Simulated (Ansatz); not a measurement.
A calculation on hcp Ti returned lattice constant a 2.921 Å, lattice parameter c 4.649 Å.

For reference: lattice constant a 2.950 Å (measured, 293 K, not corrected to a static lattice; as tabulated in Wikipedia's data pages); lattice parameter c 4.683 Å (measured, 293 K, no zero-point or thermal correction; as tabulated in Wikipedia's data pages).

Task: Which level of theory produced these numbers?
A) HSE06-D3(BJ) (Ansatz (a first-principles code))
B) revPBE (Ansatz)
C) PBE0 (Ansatz)
D) B3LYP (VWN-RPA form) (Ansatz)

Result: C, PBE0 (Ansatz)

The others give: B3LYP (VWN-RPA form) 2.937 Å, 4.668 Å; revPBE 2.959 Å, 4.684 Å; HSE06-D3(BJ) 2.862 Å, 4.541 Å.

Unless a cell is named, each level is at its own relaxed cell (B3LYP (VWN-RPA form) 17.43, HSE06-D3(BJ) 16.11, PBE0 17.17, revPBE 17.76 Å³/atom).

The crystal itself was run without spin with B3LYP (VWN-RPA form), revPBE, HSE06-D3(BJ), PBE0; a magnetic state was not tried in these runs.

Ansatz's density-functional and Hartree–Fock values are scalar-relativistic unless marked +SOC, with PAW data made under PBE.
